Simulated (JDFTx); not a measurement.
Input for JDFTx (a modified build) (nitrous oxide, N2O (SMILES N#[N+][O-]), charge 0, multiplicity 1; bohr and hartree).

```
lattice \
  19.8421243086 0.0000000000 0.0000000000 \
  0.0000000000 15.5902405282 0.0000000000 \
  0.0000000000 0.0000000000 15.1178089970
coords-type Cartesian
ion N -2.1317867179 0.0000020458 -0.0000000000 0
ion N -0.0423271387 -0.0000020458 0.0000000000 0
ion O 2.1317867179 0.0000019920 0.0000000000 0
ion-species pseudo/n_pbe_v1.2.upf
ion-species pseudo/o_pbe_v1.2.upf
core-overlap-check none
elec-cutoff 20 100
elec-ex-corr gga-PBE
symmetries none
coulomb-interaction Isolated
coulomb-truncation-embed 0 0 0
elec-n-bands 11
converge-empty-states yes
electronic-scf nIterations 100 energyDiffThreshold 1e-08
dump-name s0.$VAR
dump End State Ecomponents EigStats BandEigs Forces ElecDensity IonicPositions
```

The main set-up lines of the log and the final energy components:

```
unit cell volume = 4676.6
Chosen fftbox size, S = [  96  72  72  ]
unit cell volume = 4676.6
Chosen fftbox size, S = [  80  64  64  ]
  'N' pseudopotential, 'SLA  PW   PBE  PBE' functional
  5 valence electrons, 2 orbitals, 4 projectors, 729 radial grid points, with lMax = 1
  'O' pseudopotential, 'SLA  PW   PBE  PBE' functional
  6 valence electrons, 2 orbitals, 5 projectors, 737 radial grid points, with lMax = 2
Initialized 2 species with 3 total atoms.
Folded 1 k-points by 1x1x1 to 1 k-points.
nElectrons:  16.000000   nBands: 11   nStates: 1
average nbasis = 19999.000 , ideal nbasis = 19978.774
unit cell volume = 37412.8
Chosen fftbox size, S = [  192  144  144  ]
[...]
# Energy components:
   Eewald =       32.7998928265982883
       EH =       61.5404307478774797
     Eloc =     -145.3548812568059247
      Enl =        5.5050335347756310
      Exc =       -8.9234971736383830
 Exc_core =        0.2422869639706135
       KE =       18.2280187788197736
-------------------------------------
     Etot =      -35.9627155784025092


	eMin: -1.181825 at state 0 ( [ +0.000000 +0.000000 +0.000000 ] spin 0 )
	HOMO: -0.308646 at state 0 ( [ +0.000000 +0.000000 +0.000000 ] spin 0 )
```

The run took 17 electronic cycles; the highest occupied level lies at -8.40 eV from the vacuum level.
